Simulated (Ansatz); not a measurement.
`FC(F)(F)Cl` + H₂O → `OC(F)(F)Cl` + H–F at 500 K and 1 bar (formal hydrolysis of a C–F bond).

Computed with Ansatz on PBE0-D4/def2-TZVP structures; ΔE is electronic, products minus reactants. CCSD(T)/CBS adds triple-zeta CCSD(T) − MP2 to the extrapolated MP2 energy (def2 sets, frozen cores). This one scheme is used for every species. Each species was taken in one conformer, which may not be the lowest.

```json
{"species": "`FC(F)(F)Cl`", "CCSD(T)/CBS energy (Eh)": "-797.19793", "H − E (kJ/mol)": "69.2", "S (J/(mol·K))": "324.4"}
{"species": "H₂O", "CCSD(T)/CBS energy (Eh)": "-76.37941", "H − E (kJ/mol)": "73.2", "S (J/(mol·K))": "206.3"}
{"species": "`OC(F)(F)Cl`", "CCSD(T)/CBS energy (Eh)": "-773.18536", "H − E (kJ/mol)": "103.8", "S (J/(mol·K))": "346.2"}
{"species": "H–F", "CCSD(T)/CBS energy (Eh)": "-100.39570", "H − E (kJ/mol)": "39.4", "S (J/(mol·K))": "188.7"}
```

H − E and S are ideal-gas, rigid-rotor, harmonic terms from PBE0-D4/def2-TZVP, for one conformer and one mirror image of each species. 1 Eh = 2625.50 kJ/mol, R = 8.31446 J/(mol·K).

Question: By hand: ΔE, ΔH, ΔS and ΔG.

Answer: ΔE = (-773.18536) + (-100.39570) − (-797.19793) − (-76.37941) = -0.00372 Eh = -9.8 kJ/mol. Δ(H − E) = 103.8 + 39.4 − 69.2 − 73.2 = 0.8, so ΔH = -9.0 kJ/mol. ΔS = 346.2 + 188.7 − 324.4 − 206.3 = 4.2 J/(mol·K). ΔG = -9.0 − 500 × (4.2)/1000 = -11.1 kJ/mol.

Question: By hand: the equilibrium constant, and the temperature at which ΔG would vanish if ΔH and ΔS stayed fixed.

Answer: log₁₀ K = −ΔG/(RT ln 10) = 1.2. ΔH and −TΔS have one sign here, so there is no such temperature.

The number of gas molecules stays the same, so ΔS is small and ΔH decides. A doubt of 5 kJ/mol in ΔE shifts log₁₀ K by 0.5 here. Other conformers and mirror images would add mixing entropy, several J/(mol·K) or more a flexible species. These are equilibria of isolated gas molecules and say nothing of rates. Largest T1 diagnostic: 0.011 (customary marks: 0.02 for closed shells, 0.045 for open ones).

ΔS is within the doubt of such terms, so its sign, and with it that verdict, could turn.
